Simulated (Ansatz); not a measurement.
## Relative stability

Two relaxed structures of SiH$_{3}$SO, doublet (PBE0-D4/def2-TZVP; forces vanish, vibrations not checked).

A:

```xyz
6
angstrom
Si -0.4384 -0.2725 0.0444
O -0.2290 -1.7978 -0.5439
S 1.3640 0.7441 0.5960
H -1.0128 0.4915 -1.0943
H 0.3231 -2.3984 -0.0394
H 1.3920 0.2718 1.8530
```

B:

Si1  (-0.213, 0.090, -0.616)
O2  (-0.085, -1.448, -0.065)
S3  (1.565, 1.233, -0.565)
H4  (-0.710, -0.043, -2.003)
H5  (-1.127, 0.921, 0.220)
H6  (0.350, -1.586, 0.779)
(Å)

Ansatz 0.2.0; basis: def2-TZVPP; cores frozen in the correlated methods; orbitals are unrestricted. B3LYP uses VWN-RPA correlation.

Which structure is lower at CCSD(T), and by how much? (Judge from chemistry; the value comes from the calculation.)

The calculation gives: B, by 15.9 kJ/mol (electronic energy, against the other). By their contacts, A is SiH₃SO ([OH][SiH][SH]) and B is SiH₃SO ([OH][SiH2][S]).

Do the other methods give the same order? (A judgement: the text doesn't fix the answer.)

The calculation gives: Not all: PBE-D4 gives the other order.

```tsv
method	E(B) − E(A) (kJ/mol)
PBE-D4	5.1
r2SCAN-D4	-3.1
PBE0-D4	-2.7
B3LYP-D4	-11.6
wB97M-V	-14.4
HF	-44.6
MP2	-6.3
CCSD	-21.2
CCSD(T)	-15.9
```

No T1 diagnostic of these runs exceeds 0.016. ⟨S²⟩ of the unrestricted Hartree–Fock references: 0.76 (a pure state has 0.75).

Labels in which every atom is bracketed show which atoms are joined, not bond orders.

For scale, one of the runs: CCSD(T)/def2-TZVPP, 157 basis functions, launched by `ansatz run in.yaml --threads 2 --pin off --events-out ev --progress --plain --max-ram 4352MiB`. The run took 96 s on 2 CPU threads of an Intel Xeon Platinum 8259CL (shared host), with 2.5 GiB of host memory at its peak.
